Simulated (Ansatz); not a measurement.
For SnSe (Pnma, No. 62), PBE-D3(BJ) (Ansatz, an electronic-structure program, PAW) gives:

- volume per atom: 26.25 Å³/atom
- enthalpy of formation: -0.460 eV/atom

### Question
What does r²SCAN-D4 (PAW; Ansatz) give for the same quantities?

### Answer

- equilibrium volume per atom: 27.97 Å³/atom (goes up by 6.6 %)
- formation enthalpy: -0.528 eV/atom (moves by -0.068 eV/atom)

For comparison: equilibrium volume per atom 26.41 Å³/atom (measured, temperature not stated, no zero-point or thermal correction, from a published cell, pressure not stated; as tabulated in Journal of Physics and Chemistry of Solids 47, 879 (1986)).

Changes are worked out from the printed values.

Unless a cell is named, each level is at its own relaxed cell (PBE-D3(BJ) 26.25, r²SCAN-D4 27.97 Å³/atom).

Levels without +SOC leave out spin–orbit coupling, which shifts energies and cells of such heavy elements.

Caveats: a distance lies near a switch of the dispersion term, which can move the cell (PBE-D3(BJ)). Ansatz's density-functional and Hartree–Fock values are scalar-relativistic unless marked +SOC, with PAW data made under PBE.
